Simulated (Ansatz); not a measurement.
## Band gap of zinc-blende HgSe at several levels of theory

No measured value is used here.

| level (code) | value (eV) | cell (Å³/atom) |
|---|---|---|
| LDA+SOC (Ansatz) | 0.00 | 28.16 |
| BLYP (Ansatz) | 0.00 | 28.16 |
| PBEsol+SOC (Ansatz) | 0.00 | 28.16 |
| PBE-D4 (Ansatz) | 0.00 | 29.39 |
| B3LYP (VWN-RPA form) (Ansatz) | 0.00 | 28.16 |
| HSE06+SOC (Ansatz) | 0.00 | 28.16 |
| PBE0 (Ansatz) | 0.34 | 28.16 |
| Hartree–Fock (Ansatz) | 5.64 | 28.16 |

Computed values are for a static lattice. Levels without +SOC have no spin–orbit coupling; where heavier elements are present it shifts gaps, mostly down, and can invert bands. A gap of zero means that the bands touch or overlap; how far they overlap is not shown.  PBE-D4: the gap is read on the k mesh or supercell of the run alone and can be too large. Values are at the measured cell; PBE-D4 at the level's own equilibrium cell. Cutoffs and k meshes differ between the levels. Ansatz's density-functional and Hartree–Fock values are scalar-relativistic unless marked +SOC, with PAW data made under PBE.

Ansatz is an electronic-structure program.
